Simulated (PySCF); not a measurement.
Nuclear quadrupole coupling in [S5]2-

Species: [S5]2- (charge -2).
Geometry (PBE0-D3(BJ)/def2-SVP, Å), atoms numbered from 1 in this order:
```xyz
5
S5 angstrom
S      1.091   -2.004    2.299
S      0.628   -1.677    0.316
S     -0.986   -0.310    0.008
S     -0.459    1.736   -0.317
S     -0.273    2.255   -2.305
```

Field gradients from the PBE0/pcSseg-1 density (PySCF, non-relativistic), principal values in atomic units, ordered |Vxx| ≤ |Vyy| ≤ |Vzz|:

```json
{"atom": "S1", "Vxx": "-1.1816", "Vyy": "-2.1961", "Vzz": "3.3777"}
{"atom": "S2", "Vxx": "0.5296", "Vyy": "2.4428", "Vzz": "-2.9724"}
{"atom": "S3", "Vxx": "0.4939", "Vyy": "2.3903", "Vzz": "-2.8842"}
{"atom": "S4", "Vxx": "0.5299", "Vyy": "2.4407", "Vzz": "-2.9705"}
{"atom": "S5", "Vxx": "-1.1824", "Vyy": "-2.1956", "Vzz": "3.3780"}
```

Problem. Find the asymmetry η = (Vxx − Vyy)/Vzz and the couplings χ = eQV/h (234.96 MHz × Q in barn × V in au), with Q(33S) = −0.0678 b.

Solution. 
```csv
atom,environment,nucleus,η,χzz (MHz),χxx (MHz),χyy (MHz)
S1,sulfur bonded to S,33S,0.30,-53.81,18.82,34.98
S2,sulfur bonded to 2 S,33S,0.64,47.35,-8.44,-38.91
S3,sulfur bonded to 2 S,33S,0.66,45.95,-7.87,-38.08
S4,sulfur bonded to 2 S,33S,0.64,47.32,-8.44,-38.88
S5,sulfur bonded to S,33S,0.30,-53.81,18.84,34.98
```

Problem. What is Vzz at S4 in SI units (1 au = 9.71736 × 10²¹ V/m²)?

Solution. -2.9705 au = -28.866 × 10²¹ V/m².

Whether so highly charged an anion holds all its electrons in the gas phase wasn't checked; a finite basis holds them in any case. The ion is multiply charged and computed without counter-ions or solvent. The pcSseg-1 basis has no diffuse functions, a weakness for an anion. The HOMO energy is positive at this level (+3.07 eV), so the outermost electrons may be held by the finite basis alone. These gradients aren't converged with respect to the basis.

One conformer stands for the species.
